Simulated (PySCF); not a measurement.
Hydrogen fluoride, FH, SMILES F, point group C∞v.

Force field and properties: B3LYP/pcJ-1 (PySCF, grid level 2). Vibrational terms come from second-order perturbation theory with semi-diagonal cubic constants, by steps of ±0.6 along the normal coordinates of each isotopologue. The parent has the commonest isotopes.

Equilibrium geometry (Å):

| atom | x | y | z |
| --- | --- | --- | --- |
| F1 | 0.4653 | -0.0107 | -0.0125 |
| H2 | -0.4543 | 0.0157 | -0.0441 |

Species: ²H at 2. Output of the displacement run:

```
mode    cm-1    km/mol   phi_rrr   E(+)/cm-1  E(-)/cm-1
  1   2973.62    49.23    1757.7     603.19     477.19
```

For the shielding of H2 (σe = 29.33 ppm):

```tsv
mode	ω (cm⁻¹)	Σr φrrs (cm⁻¹)	∂σ/∂q	∂²σ/∂q²
1	2974	1758	2.878	0.862
```

Question: Work out the zero-point average of this shielding.

Answer: With ⟨qs⟩ = −Σr φrrs/(4ωs) and ⟨qs²⟩ = 1/2: the mean displacements are -0.148. The anharmonic term Σ (∂σ/∂q)⟨q⟩ is -0.43 ppm, the harmonic term ¼ Σ ∂²σ/∂q² is 0.22 ppm, so ⟨σ⟩ = 29.12 ppm.
